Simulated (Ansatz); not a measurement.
# LiH2+ (triplet): wave-function methods side by side, def2-TZVPP

The task here is to estimate one member of a computed series from the others.

Program: Ansatz 0.2.0, Gaussian basis. Level of theory: def2-TZVPP, core rule «outside noble gas», up to 1 orbitals frozen. These are calculated values, not measurements.

The runs, in order: UHF; ROHF; CCSD(T) on UHF.

2 further runs of the same task are left out: 2 set aside as unsound or not needed.

## The geometry

The geometry is a PBE0/def2-TZVP stationary point (not a proven minimum).

3 atoms, charge 1, spin multiplicity 3.

Atoms are counted from 1 here; the program's logs count them from 0.

No contacts short enough for the rule that draws bonds.

The first run:

The input, in.yaml:

```yaml
crystal:
  periodic: [false, false, false]
  atoms:
    - {symbol: Li, position_ang: [0.000000, 0.000000, 0.000000]}
    - {symbol: H, position_ang: [0.000000, 0.000000, -2.272641]}
    - {symbol: H, position_ang: [0.000000, 0.000000, 2.272641]}
basis:
  gaussian: {orbitals: def2-TZVPP}
total_charge: 1
magnetization: {spin_polarized: true, initial_magnetization: 2}
hamiltonian: {xc: hf}
output: {orbitals: {seedname: orbitals}}
```

Command:

```sh
$ ansatz run in.yaml --threads 1 --pin off --events-out ev --progress --plain --max-ram 4096MiB --backend cpu
```

Among the steps run: UHF; ROHF; CCSD(T) on UHF.

One table of the session follows, with a row left open; its other results are not shown here.

It belongs to the step «Misses and costs». 

```
  method  from UCCSD(T) (kJ/mol)
    ROHF                   +0.09
     UHF                   +0.09
    UMP2                       ?
   UCCSD                    0.00
UCCSD(T)                       0
```

**Question.** Estimate the row for UMP2.

The run gave: from UCCSD(T) (kJ/mol): +0.04. In the column «from UCCSD(T) (kJ/mol)» it lies between UCCSD(T) (0) and ROHF (+0.09).
